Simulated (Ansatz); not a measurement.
Coupled-cluster diagnostics for BCl2H (BHCl2), Ansatz.

Geometry of the singlet (r2SCAN-D4/def2-TZVP):

```xyz
4

B     0.0868   -0.0114   -0.1007
Cl   -1.5936    0.2748   -0.4427
Cl    0.6484   -0.1502    1.5388
H     0.8583   -0.1132   -0.9955
```

Correlated methods freeze 11 core orbitals.

Q: Estimate the CCSD(T) correlation energy, the shares of MP2 and (T), T1 and the reference's ⟨S²⟩ for: charge 0, singlet, own geometry in def2-TZVPP; charge 1, doublet, vertical in def2-TZVPP; and the rough time on 2 threads of Arm Neoverse V2 on a shared host.

A: 
```csv
state,basis,correlation (eV),MP2 share (%),(T) share (%),T1,⟨S²⟩ (pure),wall time
"charge 0, singlet, own geometry",def2-TZVPP,-14.629,88.8,4.2,0.012,0.00 (0.00),5 s
"charge 1, doublet, vertical",def2-TZVPP,-13.785,86.5,4.4,0.028,0.76 (0.75),23 s
```
Customary marks for T1 are 0.02 (closed shells), 0.045 (open shells) and about 0.05 (3d metals). T1 exceeds 0.02 in 1 of 2 rows and 0.045 in 0; the higher it lies, the less the single-reference result can be trusted.
